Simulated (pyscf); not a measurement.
H₂C=C=CH₂ + NH₃ → HC≡C–CH₃ + NH₃, a concerted two-bond exchange (singlet surface; C–H, H–N broken, C–H, H–N formed). Optimised with ωB97X-D3(BJ)/def2-SVP in PySCF. MP2 and CC: frozen core, UHF for open shells. ΔMP2 is the change of the MP2 total energy from the triple- to the quadruple-zeta basis. Energies in kcal/mol from the separated reactants.

Small-basis levels: PySCF, no dispersion term, spherical d functions. AM1 to PM7: differences of heats of formation from MOPAC, which are fitted to 298 K values and so differ in kind from electronic energies by zero-point and thermal terms. Cost: rough CPU time at the saddle relative to B3LYP/6-31G*, from one job on a shared machine.

```csv
level,barrier,reaction energy,cost
HF/STO-3G,74.0,-15.4,0.04
HF/3-21G,47.3,-3.5,0.05
MP2/6-31G*,45.1,-4.8,0.09
SVWN5/6-31G*,23.5,+4.6,1.0
B3LYP/STO-3G,…,-5.6,0.5
B3LYP/3-21G,27.8,+0.5,0.7
B3LYP/LANL2DZ,…,+1.4,0.8
B3LYP/6-31G*,44.7,+2.7,1
B3LYP/6-311+G**,45.2,+1.6,2
PM3,50.0,-6.4,under 0.02
PM6,51.4,+6.3,under 0.02
PM7,58.4,+7.6,under 0.02
CCSD(T)/def2-TZVPP + ΔMP2(QZVPP),…,-1.3,–
```

Q: What belongs in the gaps?

A: 
- B3LYP/STO-3G, barrier: 40.9
- B3LYP/LANL2DZ, barrier: 36.6
- CCSD(T)/def2-TZVPP + ΔMP2(QZVPP), barrier: 45.5

Against the last row the barrier runs from -22.0 (SVWN5/6-31G*) to +28.4 kcal/mol (HF/STO-3G); B3LYP/6-311+G** happens to lie closest here (0.4 kcal/mol apart). CCSD(T)/def2-TZVPP + ΔMP2(QZVPP) has limits of its own. One saddle was located; it need not be the lowest between these sides. The CCSD(T) − MP2 part came from Ansatz, without density fitting, on the same reference.
